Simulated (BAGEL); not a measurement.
# BH3O (SMILES BO): HF/STO-3G (density fitting with qzvpp-jkfit)

What is the vertical singlet–triplet gap of BH3O at HF/STO-3G (density fitting with qzvpp-jkfit)? 

Program for the calculation: BAGEL 1.2.2.

**1. The molecule**

The species is BH3O (5 atoms), meant as a singlet with charge 0. As SMILES, `BO`. The shape is that of a PBE0-D4/def2-TZVP optimisation.

Bond lengths: B1–O2 1.348 Å, B1–H3 1.196 Å, B1–H4 1.202 Å, O2–H5 0.961 Å. Angles: B1–O2–H5 113.5°, O2–B1–H3 116.8°, O2–B1–H4 120.7°, H3–B1–H4 122.5°.

**2. The energy at HF/STO-3G (density fitting with qzvpp-jkfit)**

File calc.json:

```json
{ "bagel" : [

{
  "title" : "molecule",
  "basis" : "sto-3g",
  "df_basis" : "qzvpp-jkfit",
  "angstrom" : "true",
  "geometry" : [
    { "atom" : "B", "xyz" : [   -0.226600,   -0.352800,    0.074700 ] },
    { "atom" : "O", "xyz" : [    0.413500,    0.801800,    0.345900 ] },
    { "atom" : "H", "xyz" : [   -0.820300,   -0.865500,    0.977800 ] },
    { "atom" : "H", "xyz" : [   -0.190600,   -0.828900,   -1.028100 ] },
    { "atom" : "H", "xyz" : [    0.874000,    1.171800,   -0.411700 ] }
  ]
},
{ "title" : "hf" },
{ "title" : "print", "file" : "orbitals.molden", "orbitals" : "true" }

]}
```

Run with:

```sh
$ BAGEL_NUM_THREADS=1 BAGEL calc.json > calc.out
```

Log:

```text
* using 1 threads per process

  ===============================================================
  ===============================================================

  *** Geometry ***

  { "atom" : "B", "xyz" : [     -0.428212,     -0.666695,      0.141163 ] },
  { "atom" : "O", "xyz" : [      0.781402,      1.515182,      0.653656 ] },
  { "atom" : "H", "xyz" : [     -1.550142,     -1.635558,      1.847774 ] },
  { "atom" : "H", "xyz" : [     -0.360182,     -1.566394,     -1.942827 ] },
  { "atom" : "H", "xyz" : [      1.651621,      2.214381,     -0.778000 ] },

  Number of auxiliary basis functions:      206

  Since a DF basis is specified, we compute 2- and 3-index integrals:
    o Being stored without compression. Storage requirement is 0.000 GB

  Number of basis functions:       13
  Number of electrons      :       16

    * METHOD: MOLECULE                             0.05

  *** RHF ***

  === Nuclear Repulsion ===
    30.4046879546

      * DIIS with orbital gradients will be used.

  === RHF iteration (sto-3g) ===
      0        -99.93986836          0.02821544           0.00
      1        -99.97938154          0.00962988           0.00
      2        -99.98355593          0.00188376           0.00
      3        -99.98381570          0.00008348           0.00
      4        -99.98381623          0.00001278           0.00
      5        -99.98381624          0.00000208           0.00
      6        -99.98381624          0.00000056           0.00
      7        -99.98381625          0.00000016           0.00
      8        -99.98381625          0.00000003           0.00
      9        -99.98381625          0.00000001           0.00
    * SCF iteration converged.

    * Permanent dipole moment:
           (   -0.281609,    -0.213824,     0.489426) a.u.

    * METHOD: HF                                   0.07

    * METHOD: PRINT                                0.00

  ===============================================================
```

Wall time 0.28 s (1 thread of Arm Neoverse N1, shared host).

**3. The triplet at the same level**

File calc.json:

```json
{ "bagel": [

{
  "title": "molecule",
  "basis": "sto-3g",
  "df_basis": "qzvpp-jkfit",
  "angstrom": "true",
  "geometry": [
    { "atom": "B", "xyz": [      -0.226600,      -0.352800,       0.074700 ] },
    { "atom": "O", "xyz": [       0.413500,       0.801800,       0.345900 ] },
    { "atom": "H", "xyz": [      -0.820300,      -0.865500,       0.977800 ] },
    { "atom": "H", "xyz": [      -0.190600,      -0.828900,      -1.028100 ] },
    { "atom": "H", "xyz": [       0.874000,       1.171800,      -0.411700 ] }
  ]
},

{
  "title": "uhf",
  "nopen": 2
},

{
  "title": "print",
  "file": "orbitals.molden",
  "orbitals": "true"
}

]}
```

Run with:

```sh
$ BAGEL_NUM_THREADS=1 BAGEL calc.json > calc.out
```

Log:

```text
* using 1 threads per process

  ===============================================================
  ===============================================================

  *** Geometry ***

  { "atom" : "B", "xyz" : [     -0.428212,     -0.666695,      0.141163 ] },
  { "atom" : "O", "xyz" : [      0.781402,      1.515182,      0.653656 ] },
  { "atom" : "H", "xyz" : [     -1.550142,     -1.635558,      1.847774 ] },
  { "atom" : "H", "xyz" : [     -0.360182,     -1.566394,     -1.942827 ] },
  { "atom" : "H", "xyz" : [      1.651621,      2.214381,     -0.778000 ] },

  Number of auxiliary basis functions:      206

  Since a DF basis is specified, we compute 2- and 3-index integrals:
    o Being stored without compression. Storage requirement is 0.000 GB

  Number of basis functions:       13
  Number of electrons      :       16

    * METHOD: MOLECULE                             0.04

  *** Open-shell HF ***

  === Nuclear Repulsion ===
    30.4046879546

      * DIIS with orbital gradients will be used.

  === UHF iteration (sto-3g) ===
      0        -99.65657933          0.04742148           0.00
      1        -99.69226020          0.01484087           0.00
      2        -99.69631823          0.00613028           0.00
      3        -99.69768332          0.00457327           0.00
      4        -99.69925995          0.00438149           0.00
      5        -99.70384312          0.00409418           0.00
      6        -99.70966967          0.00220641           0.00
      7        -99.71015121          0.00274908           0.00
      8        -99.71079605          0.00140761           0.00
      9        -99.71076601          0.00118643           0.00
     10        -99.71089698          0.00050146           0.00
     11        -99.71090977          0.00002857           0.00
     12        -99.71090993          0.00002097           0.00
     13        -99.71090997          0.00001047           0.00
     14        -99.71090998          0.00000509           0.00
     15        -99.71090998          0.00000410           0.00
     16        -99.71090998          0.00000417           0.00
     17        -99.71090998          0.00000383           0.00
     18        -99.71090997          0.00000278           0.00
     19        -99.71090997          0.00000140           0.00
     20        -99.71090997          0.00000039           0.00
     21        -99.71090997          0.00000021           0.00
     22        -99.71090997          0.00000014           0.00
     23        -99.71090997          0.00000006           0.00
     24        -99.71090997          0.00000004           0.00
     25        -99.71090997          0.00000003           0.00
     26        -99.71090997          0.00000002           0.00
     27        -99.71090997          0.00000001           0.00
     28        -99.71090997          0.00000001           0.00
    * SCF iteration converged.

    * S^2 (UHF) is 2.0094

    * Permanent dipole moment:
           (   -0.901517,    -1.252619,     0.390093) a.u.

    * METHOD: UHF                                  0.13

    * METHOD: PRINT                                0.00

  ===============================================================
```

Run time: 0.34 s. Hardware: 1 thread of Arm Neoverse N1, shared host.

**4. Outcome**

At HF/STO-3G (density fitting with qzvpp-jkfit):

| quantity | value |
| --- | --- |
| singlet: total energy | -99.98382 Eh |
| singlet: dipole moment | 1.53 D |
| singlet: HOMO energy | -10.71 eV |
| singlet: LUMO energy | 8.34 eV |
| singlet: HOMO–LUMO gap | 19.05 eV |
| triplet: total energy | -99.71091 Eh |
| triplet: dipole moment | 4.05 D |
| triplet: ⟨S²⟩ | 2.009 |
| vertical energy of the triplet above the singlet | 7.426 eV |

**Reading.** At this shape the triplet lies 7.43 eV (171 kcal/mol) above the singlet. In a minimal basis such a difference can be off by several eV, whatever the method.
